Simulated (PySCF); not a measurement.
Gas-phase reaction: Si₂H₆ + 2 SiF₂ ⇌ 3 SiHF + SiH₃F

Computed with PySCF and rigid-rotor harmonic-oscillator thermochemistry at 1 bar. † marks an energy on the PBE0/def2-TZVP geometry and frequencies. All species are closed-shell singlets. B3LYP is the form with VWN-RPA correlation. SiHF: computed as isolated molecules; such fragments, hydroxides, amides, oligomers or adducts are transient or little studied in the gas. The harmonic model lacks anharmonicity and excited electronic states, which grow with temperature; levels with a mode under 35 cm⁻¹ are left out. Internal rotation in Si₂H₆ is treated as a harmonic vibration of one conformer, which makes the entropy rough.

```json
[
 {"level": "B3LYP/def2-TZVP†", "ΔE electronic, kJ": "361", "ΔH°(298 K), kJ": "350", "ΔS°(298 K), J/K": "168", "ΔG°(2000 K), kJ": "41"},
 {"level": "BLYP/def2-TZVP†", "ΔE electronic, kJ": "351", "ΔH°(298 K), kJ": "340", "ΔS°(298 K), J/K": "168", "ΔG°(2000 K), kJ": "31"},
 {"level": "PBE0/def2-SVP†", "ΔE electronic, kJ": "397", "ΔH°(298 K), kJ": "385", "ΔS°(298 K), J/K": "168", "ΔG°(2000 K), kJ": "76"},
 {"level": "ωB97M-V/def2-TZVP†", "ΔE electronic, kJ": "374", "ΔH°(298 K), kJ": "363", "ΔS°(298 K), J/K": "168", "ΔG°(2000 K), kJ": "54"},
 {"level": "ωB97X-V/def2-TZVP†", "ΔE electronic, kJ": "389", "ΔH°(298 K), kJ": "378", "ΔS°(298 K), J/K": "168", "ΔG°(2000 K), kJ": "69"}
]
```
ΔH° is lowest at BLYP/def2-TZVP† and highest at PBE0/def2-SVP†. No reference value is set beside these.
